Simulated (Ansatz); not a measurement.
## C₄H₆, singlet: reading a ladder of total energies

Geometry: MP2(full)/6-31G*, from the G2/97 set.

```tsv
atom	x (Å)	y (Å)	z (Å)
C	0.6057	1.7466	0.0000
C	0.6057	0.4041	0.0000
C	-0.6057	-0.4041	0.0000
C	-0.6057	-1.7466	0.0000
H	1.5276	2.3174	0.0000
H	-0.3211	2.3131	0.0000
H	1.5535	-0.1336	0.0000
H	-1.5535	0.1336	0.0000
H	0.3211	-2.3131	0.0000
H	-1.5276	-2.3174	0.0000
```

Basis STO-3G; Ansatz 0.2.0. Correlated methods freeze the noble-gas cores, which leaves 22 electrons in 22 orbitals. R marks a restricted (for open shells ROHF) determinant.

Full CI isn't at hand for all of this; RCCSDTQ serves as the reference, and is uncertain by about the last step of the cluster series.

Runs differ by some tens of microhartree through their thresholds, so steps under 0.03 kcal/mol mean nothing.

```
    level  total energy (hartree)
      RHF             -153.017115
     RMP2             -153.256960
    RCCSD             -153.323844
 RCCSD(T)             -153.326721
   RCCSDT             -153.327158
RCCSDT(Q)             -153.327909
  RCCSDTQ             -153.327919
```

Question: What is the correlation energy at RCCSDTQ, and what share of it do RMP2 and RCCSD(T) recover?

Answer: E(corr) = -153.327919 − (-153.017115) = -0.310804 hartree = -8.457 eV. RMP2: -0.239845 / -0.310804 = 77.17 %. RCCSD(T): -0.309606 / -0.310804 = 99.61 %.

Question: By how many kcal/mol does RCCSD(T) miss RCCSDTQ (1 hartree = 627.509 kcal/mol), and which steps make up the rest?

Answer: -153.326721 − (-153.327919) = 0.001198 hartree = 0.75 kcal/mol. Steps: RCCSDT − RCCSD(T) = -0.27, RCCSDT(Q) − RCCSDT = -0.47, RCCSDTQ − RCCSDT(Q) = -0.01 kcal/mol. That is within 1 kcal/mol of the reference in this basis, which itself misses far more of the correlation at the basis-set limit.
